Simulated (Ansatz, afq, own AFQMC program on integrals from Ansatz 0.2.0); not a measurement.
Integrals from Ansatz 0.2.0, then the random walk in our own AFQMC program (afq).

```yaml
crystal:
  periodic: [false, false, false]
  atoms:
    - {symbol: Ge, position_ang: [0.000000, 0.000000, 1.689721]}
    - {symbol: B, position_ang: [0.000000, 0.000000, -0.250601]}
    - {symbol: H, position_ang: [0.000000, 0.000000, -1.439120]}
basis:
  gaussian: {orbitals: cc-pVDZ}
total_charge: 1
magnetization: {spin_polarized: true, initial_magnetization: 3}
correlation: {method: ccsd_t, electrons: outside_noble_gas, hamiltonian_folder: ham}
```

```sh
$ ansatz run in.yaml --threads 1 --pin off --events-out ev --progress --plain --max-ram 1382MiB
```

Options of the walk:

```
--method phaseless --trial cisd --walkers 60 --populations 1 --least-time 40 --time-step 0.005 --steps-per-block 50 --equilibration-blocks 28 --max-blocks 300 --target-error 0.00032 --factor-cut 1e-05 --start spin_pure --seed 9152 --release-times 0.24,0.5,1,1.5 --release-step 0.02 --release-every 4 --taylor-order 6
```

Times are imaginary, in 1/Eh. The walk had a cap of 584 s. Filled inner d shells are frozen with the cores.

Output of the walk:

```
orbitals 31  electrons 5 2  factors 236 of 506
reference energy -2100.21077475 Eh
CCSD correlation -0.12822968 Eh in 11 cycles, weight of the determinant in the CISD state 0.8909
energy of the start -2100.338907 Eh
 block  time / (1/Eh)  mean weight  energy / Eh
     1     0.250  0.9995  -2100.338270
     2     0.500  1.0003  -2100.340263
     3     0.750  0.9998  -2100.341906
     4     1.000  0.9999  -2100.342544
     5     1.250  0.9998  -2100.342142
     8     2.000  1.0005  -2100.347011
    13     3.250  0.9981  -2100.345373
    31     7.750  0.9995  -2100.342600
    49    12.250  0.9998  -2100.342814
    67    16.750  0.9990  -2100.344841
    79    19.750  1.0009  -2100.362161
    85    21.250  1.0007  -2100.341910
   103    25.750  0.9996  -2100.342768
   121    30.250  0.9954  -2100.351228
   127    31.750  0.9965  -2100.328074
   139    34.750  0.9994  -2100.342055
   157    39.250  1.0001  -2100.351606
   175    43.750  0.9984  -2100.341472
   193    48.250  0.9990  -2100.345413
   211    52.750  1.0011  -2100.347374
   229    57.250  1.0011  -2100.348722
   247    61.750  0.9986  -2100.343995
blocks merged  error / Eh  count
     1  0.000229  220
     2  0.000256  110
     4  0.000286  55
     8  0.000287  27
    16  0.000314  13
released: time / (1/Eh)  energy / Eh  error  mean overlap
  0.24  -2100.344796  0.000395  0.9957
  0.50  -2100.345216  0.000361  0.9960
  1.00  -2100.346115  0.000358  0.9912
  1.50  -2100.346270  0.000394  1.0005
energy -2100.344176 +/- 0.000287 Eh
(rows thinned)
```

The run passed its tests (sampling time, drift between the halves within three errors, error under three times the target), which doesn't prove that it has relaxed. The second half of the sampling lies above the first by 1.6 errors of their difference, so the energy may still be moving and its error bar be too small.

Against this walk (error 7.8 meV) on the same determinant: CCSD(T) 8.4 meV lower (within the noise), CCSDT(Q) 56.3 meV lower. The error is statistical and leaves out the bias of the constraint. Released to 1.50 1/Eh the energy lies 57 ± 13 meV (both errors) below the phaseless value, which shows part or all of the bias of the constraint, and CCSDT(Q) lies 0.7 meV above the released value. CCSDT(Q) is the surest value here, so the walk's 56 meV above it is most likely the bias of the constraint with this trial, which can have either sign.

Cautions: constraint bias not in the error; no relativity below Rb; no spin-orbit coupling; inner d shell frozen; another spin lies lower (by 667 meV).

The walk took 5.5 min on 1 thread of Intel(R) Xeon(R) Platinum 8175M CPU @ 2.50GHz (Skylake/Cascade Lake) (shared host). The log's last line is the phaseless energy.

CCSDT and higher add their correlation energy to the determinant of the CCSD(T) run, since their own runs factorise the integrals more tightly (a shift of under 2 meV). A walk keeps the symmetry of its determinant, which the program's search chose and which needn't be the lowest solution, so a lower state of the same spin and another symmetry isn't excluded.
